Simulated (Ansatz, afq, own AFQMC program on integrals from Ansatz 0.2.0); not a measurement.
**N₂H₂ (singlet): quantum Monte Carlo beside coupled cluster at scale of all distances = 0.885, cc-pVDZ**

Aim: compute N₂H₂ (singlet) with auxiliary-field quantum Monte Carlo on the same integrals as coupled cluster, and set the energies side by side.

Program: Ansatz 0.2.0, Gaussian basis, and an in-house AFQMC program (afq) on its integrals; all values are calculated. Level of theory: cc-pVDZ, frozen cores. These are calculated values, not measurements.

To be run: PBE (unrestricted); r2SCAN (unrestricted); PBE0 (unrestricted); B3LYP (unrestricted); wB97M-V (unrestricted); B2PLYP (unrestricted); CCSD(T) on RHF; CCSDT(Q) on RHF; Phaseless AFQMC, CISD trial on RHF; UHF.

15 further runs of the same task are left out: 3 for a known fault of the program, 12 that didn't finish.

### Step 1. The system

The geometry derives from a PBE0/def2-TZVP stationary point (not a proven minimum). All distances are scaled together.

4 atoms, charge 0, spin multiplicity 1.

Atoms are counted from 1 here; the program's logs count them from 0.

Bond lengths: N1–N2 1.065 Å, N1–H3 0.924 Å, N1–H4 0.924 Å. Angles: N2–N1–H3 124.0°, N2–N1–H4 124.0°, H3–N1–H4 112.0°.

### Step 2. PBE (unrestricted)

in.yaml

```yaml
crystal:
  periodic: [false, false, false]
  atoms:
    - {symbol: N, position_ang: [0.000000, 0.000000, 0.462157]}
    - {symbol: N, position_ang: [0.000000, 0.000000, -0.603000]}
    - {symbol: H, position_ang: [0.000000, 0.765625, 0.978606]}
    - {symbol: H, position_ang: [0.000000, -0.765625, 0.978606]}
basis:
  gaussian: {orbitals: cc-pVDZ}
magnetization: {spin_polarized: true, initial_magnetization: 0}
hamiltonian: {xc: {name: PBE}}
output: {orbitals: {seedname: orbitals}}
```

Started as:

```bash
$ ansatz run in.yaml --threads 1 --pin off --events-out ev --progress --plain --max-ram 1382MiB
```

Standard output:

```text
Functional definition: PBE
  name "PBE"
  cite "Perdew, Burke & Ernzerhof, Phys. Rev. Lett. 77, 3865 (1996) doi:10.1103/PhysRevLett.77.3865"
  parent pbe
  parameter kappa = 0.804
  parameter beta = 0.06672455060314922
  exchange = pbe_x(kappa = kappa, mu = beta*pi^2/3)
  correlation = pbe_c(beta = beta)
512 factors; their error is unknown
mean field evaluation 1: about -2999.1049 eV, gradient 3.3e1 eV
mean field evaluation 2: about -2994.0921 eV, gradient 4.6e1 eV
mean field evaluation 4: about -3003.9027 eV, gradient 3.2e0 eV
mean field evaluation 8: about -3003.9210 eV, gradient 1.0e-2 eV
mean field evaluation 16: about -3003.8939 eV, gradient 7.2e-1 eV
mean field -3003.92104105 eV, -110.3920621280 hartree, gradient 1.6e-5 eV, S^2 0.000000; 1 other end points of the search recorded, 0 dependent functions left out
reference -3003.92105743 eV, -110.3920627297 hartree; 8, 8 occupied and 30, 30 virtual orbitals, 512 factors
Total energy: -3003.92105743 eV, -110.3920627297 hartree
```

It took 0.45 s on 1 thread of AMD EPYC 9R14 (Zen 4), shared host.

From the report: ⟨S²⟩ of the determinant 0.000 (pure singlet: 0.00).

### Step 3. r2SCAN (unrestricted)

Changes to in.yaml since step 2:

```diff
@@ -10,3 +10,2 @@
 magnetization: {spin_polarized: true, initial_magnetization: 0}
-hamiltonian: {xc: {name: PBE}}
-output: {orbitals: {seedname: orbitals}}
+hamiltonian: {xc: {name: r2SCAN}}
```

The command is unchanged.

Standard output:

```text
Functional definition: r2SCAN
  name "r2SCAN"
  cite "Furness, Kaplan, Ning, Perdew & Sun, J. Phys. Chem. Lett. 11, 8208 (2020) doi:10.1021/acs.jpclett.0c02405"
  cite "Furness, Kaplan, Ning, Perdew & Sun, J. Phys. Chem. Lett. 11, 9248 (2020) doi:10.1021/acs.jpclett.0c03077"
  parent r2scan
  parameter k0 = 0.174
  parameter k1 = 0.065
  parameter a1 = 4.9479
  exchange = r2scan_x(k0 = k0, k1 = k1, a1 = a1)
  correlation = r2scan_c
512 factors; their error is unknown
mean field evaluation 1: about -3001.9322 eV, gradient 3.0e1 eV
mean field evaluation 2: about -3000.6781 eV, gradient 3.4e1 eV
mean field evaluation 4: about -3005.8146 eV, gradient 1.8e0 eV
mean field evaluation 8: about -3005.8289 eV, gradient 2.0e-2 eV
mean field evaluation 16: about -3005.8109 eV, gradient 1.6e-6 eV
mean field -3005.81092845 eV, -110.4615142086 hartree, gradient 1.6e-6 eV, S^2 0.000000; 1 other end points of the search recorded, 0 dependent functions left out
reference -3005.81093427 eV, -110.4615144225 hartree; 8, 8 occupied and 30, 30 virtual orbitals, 512 factors
Total energy: -3005.81093427 eV, -110.4615144225 hartree
```

It took 0.84 s on 1 thread of AMD EPYC 9R14 (Zen 4), shared host.

From the report: ⟨S²⟩ of the determinant 0.000 (pure singlet: 0.00).

### Step 4. PBE0 (unrestricted)

Changes to in.yaml since step 3:

```diff
@@ -10,2 +10,3 @@
 magnetization: {spin_polarized: true, initial_magnetization: 0}
-hamiltonian: {xc: {name: r2SCAN}}
+hamiltonian: {xc: {name: PBE0}}
+output: {orbitals: {seedname: orbitals}}
```

The command is unchanged.

Standard output:

```text
Functional definition: PBE0
  name "PBE0"
  cite "Adamo & Barone, J. Chem. Phys. 110, 6158 (1999) doi:10.1063/1.478522"
  cite "Perdew, Burke & Ernzerhof, Phys. Rev. Lett. 77, 3865 (1996) doi:10.1103/PhysRevLett.77.3865"
  parent pbe
  parameter a = 0.25
  parameter kappa = 0.804
  parameter beta = 0.06672455060314922
  exchange = (1 - a)*pbe_x(kappa = kappa, mu = beta*pi^2/3) + a*exact_x
  correlation = pbe_c(beta = beta)
357 factors; integrals over basis functions are off by at most 1.2e-3 eV
mean field evaluation 1: about -3001.2080 eV, gradient 2.6e1 eV
mean field evaluation 2: about -3001.1867 eV, gradient 2.6e1 eV
mean field evaluation 4: about -3004.1780 eV, gradient 1.2e0 eV
mean field evaluation 8: about -3004.1794 eV, gradient 1.3e-3 eV
mean field evaluation 16: about -3003.0850 eV, gradient 5.3e0 eV
mean field -3004.17936492 eV, -110.4015553547 hartree, gradient 1.6e-5 eV, S^2 0.000000; 1 other end points of the search recorded, 0 dependent functions left out
reference -3004.17937695 eV, -110.4015557969 hartree; 8, 8 occupied and 30, 30 virtual orbitals, 357 factors
Total energy: -3004.17937695 eV, -110.4015557969 hartree
```

It took 0.45 s on 1 thread of AMD EPYC 9R14 (Zen 4), shared host.

From the report: ⟨S²⟩ of the determinant 0.000 (pure singlet: 0.00).

### Step 5. B3LYP (unrestricted)

Changes to in.yaml since step 4:

```diff
@@ -10,3 +10,2 @@
 magnetization: {spin_polarized: true, initial_magnetization: 0}
-hamiltonian: {xc: {name: PBE0}}
-output: {orbitals: {seedname: orbitals}}
+hamiltonian: {xc: {name: B3LYP}}
```

Launched as before.

Standard output, shortened:

```text
Functional definition: B3LYP
  name "B3LYP"
  cite "Stephens, Devlin, Chabalowski & Frisch, J. Phys. Chem. 98, 11623 (1994) doi:10.1021/j100096a001"
  cite "Becke, Phys. Rev. A 38, 3098 (1988) doi:10.1103/PhysRevA.38.3098"
  cite "Lee, Yang & Parr, Phys. Rev. B 37, 785 (1988) doi:10.1103/PhysRevB.37.785"
  cite "Vosko, Wilk & Nusair, Can. J. Phys. 58, 1200 (1980) doi:10.1139/p80-159"
[...]
357 factors; integrals over basis functions are off by at most 1.2e-3 eV
[...]
mean field -3007.54465411 eV, -110.5252274517 hartree, gradient 1.8e-5 eV, S^2 0.000000; 1 other end points of the search recorded, 0 dependent functions left out
reference -3007.54478065 eV, -110.5252321017 hartree; 8, 8 occupied and 30, 30 virtual orbitals, 357 factors
Total energy: -3007.54478065 eV, -110.5252321017 hartree
```

Wall time 0.42 s (1 thread of AMD EPYC 9R14 (Zen 4), shared host).

From the report: ⟨S²⟩ of the determinant 0.000 (pure singlet: 0.00).

### Step 6. wB97M-V (unrestricted)

Changes to in.yaml since step 5:

```diff
@@ -10,2 +10,3 @@
 magnetization: {spin_polarized: true, initial_magnetization: 0}
-hamiltonian: {xc: {name: B3LYP}}
+hamiltonian: {xc: {name: wB97M-V}}
+output: {orbitals: {seedname: orbitals}}
```

The command is unchanged.

Standard output, shortened:

```text
Functional definition: wB97M-V
  name "wB97M-V"
  cite "Mardirossian & Head-Gordon, J. Chem. Phys. 144, 214110 (2016) doi:10.1063/1.4952647"
  cite "Becke, J. Chem. Phys. 107, 8554 (1997) doi:10.1063/1.475007"
  cite "Vydrov & Van Voorhis, J. Chem. Phys. 133, 244103 (2010) doi:10.1063/1.3521275"
  # Of w^i u^j: cxij and so on, Table III.
[...]
  gx(w, u) = 1 - cx + cx01*u + cx10*w
  gss(w, u) = css00 + css04*u^4 + css10*w + css20*w^2 + css43*w^4*u^3
  gos(w, u) = cos00 + cos10*w + (cos20 + cos21*u)*w^2 + (cos60 + cos61*u)*w^6
[...]
      + integral(e_c_pw_mod_opposite_spin*gos(b97_w_opposite, b97_u_opposite)) + vv10(b, c)
357 factors; integrals over basis functions are off by at most 1.2e-3 eV
100 factors; integrals over basis functions are off by at most 6.6e-6 eV
[...]
mean field -3006.48757315 eV, -110.4863804427 hartree, gradient 1.7e-5 eV, S^2 0.000000; 0 other end points of the search recorded, 0 dependent functions left out
reference -3006.48759453 eV, -110.4863812284 hartree; 8, 8 occupied and 30, 30 virtual orbitals, 357 factors
Total energy: -3006.48759453 eV, -110.4863812284 hartree
```

Wall time 1.3 s (1 thread of AMD EPYC 9R14 (Zen 4), shared host).

From the report: ⟨S²⟩ of the determinant 0.000 (pure singlet: 0.00).

### Step 7. B2PLYP (unrestricted)

Changes to in.yaml since step 6:

```diff
@@ -10,3 +10,3 @@
 magnetization: {spin_polarized: true, initial_magnetization: 0}
-hamiltonian: {xc: {name: wB97M-V}}
-output: {orbitals: {seedname: orbitals}}
+hamiltonian: {xc: {name: B2PLYP}}
+correlation: {electrons: outside_noble_gas}
```

The command is unchanged.

Standard output, shortened:

```text
Functional definition: B2PLYP
  name "B2PLYP"
  cite "Grimme, J. Chem. Phys. 124, 034108 (2006) doi:10.1063/1.2148954"
  cite "Becke, Phys. Rev. A 38, 3098 (1988) doi:10.1103/PhysRevA.38.3098"
  cite "Lee, Yang & Parr, Phys. Rev. B 37, 785 (1988) doi:10.1103/PhysRevB.37.785"
[...]
357 factors; integrals over basis functions are off by at most 1.2e-3 eV
[...]
mean field -3001.91628226 eV, -110.3183886011 hartree, gradient 5.9e-6 eV, S^2 0.000000; 2 other end points of the search recorded, 0 dependent functions left out
2 core orbitals not correlated: weight in the atoms' cores, before any rotation towards them, 1.000 or more for the frozen orbitals, at most 0.000 for the correlated occupied ones
reference -3001.91636230 eV, -110.3183915426 hartree; 6, 6 occupied and 30, 30 virtual orbitals, 357 factors
second order -9.81485345 eV of doubles, -0.00000000 eV of singles
Total energy: -3004.56637273 eV, -110.4157776297 hartree
```

Wall time 0.6 s (1 thread of AMD EPYC 9R14 (Zen 4), shared host).

From the report: ⟨S²⟩ of the determinant 0.000 (pure singlet: 0.00).

### Step 8. CCSD(T) on RHF

Changes to in.yaml since step 7:

```diff
@@ -9,4 +9,3 @@
   gaussian: {orbitals: cc-pVDZ}
-magnetization: {spin_polarized: true, initial_magnetization: 0}
-hamiltonian: {xc: {name: B2PLYP}}
-correlation: {electrons: outside_noble_gas}
+magnetization: {spin_polarized: false}
+correlation: {method: ccsd_t, electrons: outside_noble_gas, hamiltonian_folder: ham}
```

Launched as before.

Standard output, shortened:

```text
Functional definition: HF
  name "HF"
  cite "Fock, Z. Phys. 61, 126 (1930) doi:10.1007/BF01340294"
  parent pbe
[...]
357 factors; integrals over basis functions are off by at most 1.2e-3 eV
[...]
mean field -2990.67819892 eV, -109.9053966560 hartree, gradient 1.2e-6 eV, S^2 0.000000; 0 other end points of the search recorded, 0 dependent functions left out
2 core orbitals not correlated: weight in the atoms' cores, before any rotation towards them, 1.000 or more for the frozen orbitals, at most 0.000 for the correlated occupied ones
reference -2990.67819892 eV, -109.9053966560 hartree; 6, 6 occupied and 30, 30 virtual orbitals, 357 factors
second order -8.08272846 eV of doubles, -0.00000000 eV of singles
cycle   1  -8.40161267 eV  change   -3.2e-1 eV  update   6.0e-2
[...]
cycle   9  -8.65666476 eV  change   -1.8e-6 eV  update   1.1e-5
perturbative correction -0.22218984 eV, -0.0081653259 hartree
Total energy: -2999.55705352 eV, -110.2316885441 hartree
```

Wall time 0.24 s (1 thread of AMD EPYC 9R14 (Zen 4), shared host).

From the report: correlation -8.8789 eV; T1 0.015; largest double amplitude 0.08.

This run also writes the integrals to the folder ham.

### Step 9. CCSDT(Q) on RHF

Changes to in.yaml since step 8:

```diff
@@ -10,2 +10,2 @@
 magnetization: {spin_polarized: false}
-correlation: {method: ccsd_t, electrons: outside_noble_gas, hamiltonian_folder: ham}
+correlation: {method: ccsdt_q, electrons: outside_noble_gas}
```

Same command.

Standard output, shortened:

```text
Functional definition: HF
  name "HF"
  cite "Fock, Z. Phys. 61, 126 (1930) doi:10.1007/BF01340294"
  parent pbe
[...]
709 factors; integrals over basis functions are off by at most 2.0e-7 eV
[...]
mean field -2990.67822891 eV, -109.9053977580 hartree, gradient 1.2e-6 eV, S^2 0.000000; 0 other end points of the search recorded, 0 dependent functions left out
2 core orbitals not correlated: weight in the atoms' cores, before any rotation towards them, 1.000 or more for the frozen orbitals, at most 0.000 for the correlated occupied ones
reference -2990.67822891 eV, -109.9053977580 hartree; 6, 6 occupied and 30, 30 virtual orbitals, 709 factors
second order -8.08273802 eV of doubles, -0.00000000 eV of singles
cycle   1  -8.40159751 eV  change   -3.2e-1 eV  update   6.9e-2
[...]
cycle  15  -8.88933099 eV  change   -8.6e-7 eV  update   6.2e-7
perturbative correction -0.01789069 eV, -0.0006574709 hartree
Total energy: -2999.58545059 eV, -110.2327321173 hartree
```

Run time: 2.6 s. Hardware: 1 thread of AMD EPYC 9R14 (Zen 4), shared host.

From the report: correlation -8.9072 eV; T1 0.015; largest double amplitude 0.09.

### Step 10. Phaseless AFQMC, CISD trial on RHF

It reads the integrals that the CCSD(T) run on this determinant wrote.

Started as:

```bash
$ afq ham --method phaseless --trial cisd --walkers 60 --populations 1 --least-time 40 --time-step 0.005 --steps-per-block 50 --equilibration-blocks 28 --max-blocks 300 --target-error 0.00042 --factor-cut 1e-05 --seed 3132 --release-times 0.24,0.51,0.99,1.62,2.4 --release-step 0.03 --release-every 4 --taylor-order 6
```

Standard output:

```text
orbitals 36  electrons 6 6  factors 293 of 357
reference energy -109.90539666 Eh
CCSD correlation -0.31812655 Eh in 10 cycles, weight of the determinant in the CISD state 0.9035
energy of the start -110.223523 Eh
 block  time / (1/Eh)  mean weight  energy / Eh
     1     0.250  1.0037  -110.221294
     2     0.500  0.9976  -110.229625
     3     0.750  1.0003  -110.231274
     4     1.000  1.0045  -110.229356
     5     1.250  0.9980  -110.240817
     6     1.500  1.0048  -110.228936
     7     1.750  1.0006  -110.231219
     8     2.000  1.0018  -110.231513
     9     2.250  1.0008  -110.224202
    10     2.500  0.9979  -110.226797
    17     4.250  1.0008  -110.226530
    25     6.250  1.0028  -110.235031
    33     8.250  0.9984  -110.237861
    41    10.250  1.0023  -110.227461
    49    12.250  1.0034  -110.241118
    57    14.250  1.0000  -110.231048
    65    16.250  0.9990  -110.241863
    73    18.250  1.0003  -110.232950
    81    20.250  0.9963  -110.235161
    89    22.250  1.0026  -110.224962
    97    24.250  1.0016  -110.233850
   105    26.250  1.0033  -110.233889
   113    28.250  0.9962  -110.231260
   121    30.250  1.0008  -110.225450
   129    32.250  0.9986  -110.239194
   137    34.250  0.9997  -110.229495
   145    36.250  0.9961  -110.235040
   153    38.250  0.9986  -110.232370
   161    40.250  0.9967  -110.226057
   169    42.250  0.9961  -110.227515
   177    44.250  1.0008  -110.232694
   185    46.250  0.9998  -110.229227
   193    48.250  0.9982  -110.230776
   201    50.250  1.0002  -110.225689
   209    52.250  1.0004  -110.229199
   217    54.250  0.9992  -110.229732
   225    56.250  1.0014  -110.235813
   233    58.250  0.9988  -110.234193
   241    60.250  0.9965  -110.229176
   249    62.250  0.9995  -110.226623
   257    64.250  1.0035  -110.230009
   265    66.250  1.0003  -110.231654
   273    68.250  1.0026  -110.226727
   281    70.250  1.0029  -110.231150
   289    72.250  1.0024  -110.250695
   297    74.250  0.9997  -110.241255
   305    76.250  1.0014  -110.240975
   313    78.250  0.9969  -110.231240
   321    80.250  1.0025  -110.232015
blocks merged  error / Eh  count
     1  0.000322  300
     2  0.000379  150
     4  0.000436  75
     8  0.000492  37
    16  0.000528  18
    32  0.000468  9
released: time / (1/Eh)  energy / Eh  error  mean overlap
  0.24  -110.232127  0.000502  0.9996
  0.51  -110.232355  0.000380  1.0054
  0.99  -110.233009  0.000473  1.0041
  1.62  -110.233345  0.000501  1.0016
  2.40  -110.232177  0.000604  1.0046
energy -110.232853 +/- 0.000528 Eh
```

It took 2.3 min on 1 thread of AMD EPYC 9R14 (Zen 4), shared host.

Energy -2999.5887 ± 0.0144 eV. Caveats: constraint bias not in the error.

### Step 11. UHF

Changes to in.yaml since step 9:

```diff
@@ -9,3 +9,4 @@
   gaussian: {orbitals: cc-pVDZ}
-magnetization: {spin_polarized: false}
-correlation: {method: ccsdt_q, electrons: outside_noble_gas}
+magnetization: {spin_polarized: true, initial_magnetization: 0}
+hamiltonian: {xc: hf}
+output: {orbitals: {seedname: orbitals}}
```

Started as:

```bash
$ ansatz run in.yaml --threads 1 --pin off --events-out ev --progress --plain --max-ram 1382MiB
```

Standard output:

```text
Functional definition: HF
  name "HF"
  cite "Fock, Z. Phys. 61, 126 (1930) doi:10.1007/BF01340294"
  parent pbe
  exchange = exact_x
  correlation = 0
357 factors; integrals over basis functions are off by at most 1.2e-3 eV
mean field evaluation 1: about -2989.2373 eV, gradient 1.7e1 eV
mean field evaluation 2: about -2989.2382 eV, gradient 1.7e1 eV
mean field evaluation 4: about -2990.6553 eV, gradient 1.6e0 eV
mean field evaluation 8: about -2990.6782 eV, gradient 3.4e-4 eV
mean field evaluation 16: about -2990.4131 eV, gradient 1.5e0 eV
mean field evaluation 32: about -2989.8281 eV, gradient 4.8e0 eV
mean field -2990.67819892 eV, -109.9053966560 hartree, gradient 1.1e-5 eV, S^2 0.000000; 0 other end points of the search recorded, 0 dependent functions left out
reference -2990.67819892 eV, -109.9053966560 hartree; 8, 8 occupied and 30, 30 virtual orbitals, 357 factors
Total energy: -2990.67819892 eV, -109.9053966560 hartree
```

It took 0.15 s on 1 thread of AMD EPYC 9R14 (Zen 4), shared host.

From the report: ⟨S²⟩ of the determinant 0.000 (pure singlet: 0.00).

### Step 12. All levels side by side

On the RHF determinant, counted from CCSDT(Q) (a yardstick, not exact):

```
                                              level  energy (eV)  from CCSDT(Q) (kcal/mol)  statistical error (kcal/mol)     time
                                                 HF   -2990.6782                   +205.41                                       
                                                MP2   -2998.7609                    +19.01                                       
                                               CCSD   -2999.3349                     +5.78                                       
                                            CCSD(T)   -2999.5571                     +0.65                                       
                                           CCSDT(Q)   -2999.5855                      0.00                                       
Phaseless AFQMC, CISD trial, step 0.005, 60 walkers   -2999.5887                     -0.08                          0.33  2.3 min
```

The functionals' totals stand on their own zeros and serve differences with other points: PBE -3003.921 eV; r2SCAN -3005.811 eV; PBE0 -3004.179 eV; B3LYP -3007.545 eV; wB97M-V -3006.488 eV; B2PLYP -3004.566 eV.

### Step 13. Summary of results

```
                                        quantity                  value
                    CCSD(T) on RHF from CCSDT(Q)         +0.65 kcal/mol
Phaseless AFQMC, CISD trial on RHF from CCSDT(Q)  -0.08 ± 0.33 kcal/mol
```

**Reading.** On RHF the phaseless walk with the CISD trial lies -0.08 kcal/mol from CCSDT(Q), within three error bars. Error bars are statistical and leave out the constraint, the time step and what remains of the start.
